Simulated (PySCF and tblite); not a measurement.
The numbers below are computed, except where a source is named.
C₅H₈O, numbered as in [CH3:1]/[CH:2]=[CH:3]/[C:4]([CH3:5])=[O:6].

Geometries PBE0-D3(BJ)/def2-SVP; weights from PBE0-D3(BJ)/def2-TZVP (IEF-PCM, chloroform) energies and GFN2-xTB thermal corrections, with symmetry numbers and mirror pairs. Conformers within 3 kcal/mol (GFN2-xTB free energy) were kept, 8 at most. (PySCF 2.14, tblite 0.8.)

Rotational constants are equilibrium values for the commonest isotopes; dipoles come from the energy level named and are polarised by its solvent model.

Torsions listed: C2–C3–C4–O6.

```json
{"conformer": "1", "shape": "-179°", "symmetry": "Cs", "weight %": "60.8"}
{"conformer": "2", "shape": "0°", "symmetry": "Cs", "weight %": "39.2"}
```

Sets of constants, in random order:

| set | A (MHz) | B (MHz) | C (MHz) | abs μa (D) | abs μb (D) | abs μc (D) |
| --- | --- | --- | --- | --- | --- | --- |
| P | 8401 | 1915 | 1591 | 4.01 | 2.92 | 0.00 |
| Q | 9243 | 1869 | 1585 | 2.02 | 3.19 | 0.01 |

Match each set to its conformer.

P is conformer 1, Q is conformer 2.
